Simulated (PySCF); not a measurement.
**Neon: a sound run and one with changed settings**

Sound run: Ne [Ne], Ne⁺ [He] 2s2 2p5. Calculation: PySCF 2.14, in cc-pVDZ-DK (3s2p1d, 14 functions); scalar relativity by spin-free X2C-1e. The sound run starts from symmetry-adapted Hartree-Fock orbitals and uses a fine grid where one is needed.

Changed run: 6 angular points. This setting is unsound on purpose.

| species | method | sound run (hartree) | changed run (hartree) | converged |
| --- | --- | --- | --- | --- |
| Ne | UHF | -128.62519 | -128.62519 | yes |
| Ne | MN15 | -128.99761 | -128.99761 | yes |
| Ne | B3LYP | -129.04805 | -129.04805 | yes |
| Ne⁺ | UHF | -127.90320 | -127.90320 | yes |
| Ne⁺ | MN15 | -128.21588 | -128.17318 | yes |
| Ne⁺ | B3LYP | -128.26531 | -128.30085 | yes |

Ionisation energy of Ne:

```json
{"method": "UHF", "sound run (eV)": "19.646", "changed run (eV)": "19.646"}
{"method": "MN15", "sound run (eV)": "21.272", "changed run (eV)": "22.434"}
{"method": "B3LYP", "sound run (eV)": "21.299", "changed run (eV)": "20.332"}
```

A coarse angular grid integrates products of high-l functions wrongly, so density functionals can shift, and the SCF can exploit the error; Hartree-Fock and MP2 need no grid.

For comparison, NIST gives 21.565 eV between the lowest levels.
